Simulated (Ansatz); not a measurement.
hcp Os was calculated with LDA (Ansatz, a first-principles code, plane waves, PAW).

Numerical settings: plane-wave cutoff 500 eV, 30×30×18 k mesh (along the axes of the cell as run), Fermi–Dirac smearing 0.1 eV, no spin polarisation, scalar-relativistic PAW data made under PBE.

Computed at the level's own relaxed cell.

Question: Predict the volume per atom, lattice parameter a and c axis length.

Answer: 
- volume per atom: 13.70 Å³/atom
- lattice parameter a: 2.716 Å
- c axis length: 4.289 Å

Measured, for comparison: lattice constant a 2.734 Å (293 K, no zero-point or thermal correction, our sources range from 2.734 to 2.740; as tabulated in Wikipedia's data pages); lattice parameter c 4.320 Å (293 K, no zero-point or thermal correction; as tabulated in Wikipedia's data pages). Computed (rounded) less measured: lattice constant a -0.7 % (-0.7 % to -0.9 % over the range), lattice parameter c -0.7 %. A static lattice is as a rule a little smaller and stiffer than an uncorrected measurement, which narrows the difference in the lattice constant a, lattice parameter c and would widen misses of the other sign.

Spin–orbit coupling is not included.

It cost about 2.5 core-minutes (a rough figure) of CPU time.
